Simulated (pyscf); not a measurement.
H₂O + HO–AsH• → HO–AsH–OH + H• (substitution at O; doublet surface; H–O broken, As–O formed). Single points on ωB97X-D3(BJ)/def2-SVP structures (PySCF, gas phase). Correlated levels are frozen-core, on RHF or UHF. ΔMP2 is the change of the MP2 total energy from the triple- to the quadruple-zeta basis. Energies in kcal/mol from the separated reactants.

| level | barrier | reaction energy |
|---|---|---|
| r²SCAN/def2-TZVP | (withheld) | +33.8 |
| B3LYP-D3(BJ)/def2-TZVP | 41.2 | +35.5 |
| PBE0-D3(BJ)/def2-TZVP | 42.0 | +33.1 |
| HF/def2-TZVP | 62.8 | +32.6 |
| MP2/def2-QZVPP | 49.1 | +31.5 |
| CCSD(T)/def2-TZVPP | 49.3 | +35.1 |
| CCSD(T)/def2-TZVPP + ΔMP2(QZVPP) | (withheld) | (withheld) |

Problem. Some entries are withheld; supply them.

Solution. 
- r²SCAN/def2-TZVP, barrier: 39.1
- CCSD(T)/def2-TZVPP + ΔMP2(QZVPP), barrier: 49.5
- CCSD(T)/def2-TZVPP + ΔMP2(QZVPP), reaction energy: +35.7

On the reactant side the descent ends in a complex, 6.8 kcal/mol under the separated species and 53.7 kcal/mol under the saddle at ωB97X-D3(BJ)/def2-TZVP. At ωB97X-D3(BJ) the barrier from the zero used here is 46.9 kcal/mol. One saddle was located; it need not be the lowest between these sides. The angle at the attacked O is 151°. The CCSD(T) − MP2 part came from Ansatz, without density fitting, on the same reference. The frozen core leaves the outer d or s,p core shells of the metals and heavy elements correlated in the MP2 and CC values, and def2-TZVPP describes them poorly, which can shift differences by a few kcal/mol. Elements up to Kr have no core potential and no relativistic terms here.
